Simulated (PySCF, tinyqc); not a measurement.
Starting guesses with DIIS over 6 matrices: SCF starting guesses in the sto-3g basis, for H2O, spin multiplicity 1. Computed by the program tinyqc with PySCF. RHF with one setting changed at a time; a run stops when the energy changes by less than 1e-09 hartree and the error matrix is below 1e-5. Starts: the lowest orbitals of the core Hamiltonian, of the Wolfsberg-Helmholz matrix (K = 1.75), projected atomic densities, random orbitals, and the highest orbitals of the core Hamiltonian (a deliberately bad start).

Geometry (angstrom):

| atom | x | y | z |
|---|---|---|---|
| O | 0.0000 | 0.0000 | 0.0000 |
| H | 0.0000 | 1.0940 | 0.6600 |
| H | 0.0000 | -1.0940 | 0.6600 |

lowest restricted solution found by these runs and by PySCF = -74.835570 hartree

Largest element of the error matrix X^T (FDS - SDF) X:

| iteration | core | Wolfsberg-Helmholz | atomic densities | random | highest core orbitals |
|---|---|---|---|---|---|
| 1 | 4.4e-01 | 5.2e-01 | 6.9e-01 | 1.2e+01 | 3.1e-01 |
| 2 | 4.2e-01 | 1.4e-01 | 2.2e-01 | 5.6e-01 | 5.1e-01 |
| 3 | 7.0e-02 | 3.5e-02 | 3.9e-02 | 2.6e-01 | 5.4e-01 |
| 4 | 2.1e-02 | 5.0e-03 | 5.4e-03 | 3.6e-02 | 5.3e-01 |
| 5 | 6.9e-03 | 1.6e-03 | 3.5e-04 | 2.0e-02 | 5.3e-01 |
| 6 | 1.0e-03 | 6.5e-05 | 1.7e-04 | 4.4e-03 | 5.1e-01 |
| 8 | 4.2e-06 | 1.3e-08 | 1.8e-08 | 2.4e-04 | 3.6e-02 |
| 10 | - | - | - | 2.0e-05 | 1.4e-02 |
| 14 | - | - | - | - | 1.2e-08 |

How each run ends:

| run | iterations | E (hartree) | state |
|---|---|---|---|
| core | 9 | -74.835570 | lowest found |
| Wolfsberg-Helmholz | 8 | -74.835570 | lowest found |
| atomic densities | 8 | -74.835570 | lowest found |
| random | 12 | -74.835570 | lowest found |
| highest core orbitals | 14 | -74.835570 | lowest found |

What does the comparison show, and why?

5 of 5 runs reach the lowest restricted solution found, in 8 to 14 iterations (fastest: Wolfsberg-Helmholz, atomic densities). The first errors are 4e-01, 5e-01, 7e-01, 1e+01, 3e-01; the deliberately bad start has the smallest one, so a small first error does not mark a good start. The restricted reference is unstable here: a spin-polarised solution lies 0.0023 hartree lower (PySCF), so results built on it describe a poor reference.
